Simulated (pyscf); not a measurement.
`[Al][PH2]` [singlet] + `[H][H]` -> `[PH3]` + `[AlH]` [singlet], a four-centre exchange (singlet surface; Al–P, H–H broken, H–P, Al–H formed). Optimised with ωB97X-D3(BJ)/def2-SVP in PySCF. Energies in kcal/mol from the separated reactants.

Small-basis levels: PySCF, no dispersion term, spherical d functions. 

In single points MP2/6-31G* puts the saddle at 31.4 kcal/mol and the reaction energy at +12.0 kcal/mol. Should these be trusted to within a few kcal/mol? Compare with ωB97M-D3(BJ)/def2-TZVP.

ωB97M-D3(BJ)/def2-TZVP gives ΔE‡ = 20.8 kcal/mol and ΔE = +9.9 kcal/mol. MP2/6-31G* lies 10.6 kcal/mol over it in the barrier and 2.1 kcal/mol over it in the reaction energy, so on this step it does not hold to within 3.0 kcal/mol. ωB97M-D3(BJ)/def2-TZVP has limits of its own. On the product side the descent ends in an adduct with a Al–P contact (not fully relaxed), 11.2 kcal/mol under the separated species and 19.4 kcal/mol under the saddle at ωB97X-D3(BJ)/def2-TZVP. What is counted as broken (Al–P) persists as a longer contact in the product adduct; parting that adduct is a step of its own. At ωB97X-D3(BJ)/def2-TZVP the barrier from the zero used here is 23.4 kcal/mol. One saddle was located; it need not be the lowest between these sides.
